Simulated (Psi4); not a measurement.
This Psi4 input (wB97X-V/aug-pcseg-3) gives -291.85001 Eh with 285 basis functions.

```
memory 8100 MB

molecule {
0 1
Si   -0.00000000   -0.00000000    0.00000000
H     0.87559489    0.85467525    0.83309847
H    -0.82219976   -0.86546541    0.87529791
H    -0.88619780    0.85452031   -0.82197187
H     0.83280267   -0.84373015   -0.88642451
}

set {
  basis aug-pcseg-3
  scf_type df
}

energy('wb97x-v')
print_variables()
```

Change:
```diff
- basis aug-pcseg-3
+ basis def2-sv(p)
```

Question: What does the run give now?

Answer: -291.72896 Eh (wB97X-V/def2-SV(P), 26 functions), a change of +121.05 mEh.
